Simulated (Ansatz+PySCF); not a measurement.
# doublet C3H5: levels of theory in one basis

```xyz
8

H     0.0000   -1.2531   -1.2962
C     0.0000   -0.1707   -1.2275
C     0.0000    0.4666    0.0000
C     0.0000   -0.1707    1.2275
H     0.0000    0.3881    2.1546
H     0.0000    0.3881   -2.1546
H     0.0000    1.6048    0.0000
H     0.0000   -1.2531    1.2962
```

Basis set: cc-pVTZ (spherical functions). Frozen core: 3 orbitals. Correlation on ROHF uses semicanonical orbitals with singles. Charge 0, multiplicity 2.

Computed with Ansatz (development build ahead of 0.2.0) and PySCF 2.14.0; each method stands on the lowest determinant of its kind that the runs found.

| method | E − E(ROHF) (eV) | <S²> of the determinant |
| --- | --- | --- |
| ROHF | 0.00 | 0.75 |
| UHF | -0.66 | 0.95 |
| ROHF-MP2 | -13.45 | – |
| UHF-MP2 | -13.09 | 0.95 |

(1) What does ROHF-CCSD(T) give on the same scale?

Answers

(1) -14.87 eV.

Caution for ROHF, ROHF-MP2, ROHF-CCSD(T): an unrestricted determinant lies well below. Caution for UHF, UHF-MP2: the unrestricted determinant is spin contaminated.
